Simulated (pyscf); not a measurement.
Optimised with ωB97X-D3(BJ)/def2-SVP in PySCF.

Task: PBE/def2-TZVP puts the barrier of GaH [singlet] + H₂ → GaH₃ (insertion; singlet surface; H–H broken, Ga–H, Ga–H formed) at 32.6 kcal/mol and the reaction energy at -18.4 kcal/mol, from the separated reactants. What do r²SCAN/def2-TZVP, PBE0-D3(BJ)/def2-TZVP, ωB97M-D3(BJ)/def2-TZVP give on the same structures?

Result: r²SCAN: ΔE‡ = 32.0 kcal/mol, ΔE = -23.3 kcal/mol; PBE0-D3(BJ): ΔE‡ = 35.6 kcal/mol, ΔE = -21.8 kcal/mol; ωB97M-D3(BJ): ΔE‡ = 41.8 kcal/mol, ΔE = -19.1 kcal/mol. PBE's barrier lies among them. Its reaction energy lies over all of them, by 0.7 to 4.8 kcal/mol. One saddle was located; it need not be the lowest between these sides. Elements up to Kr have no core potential and no relativistic terms here.
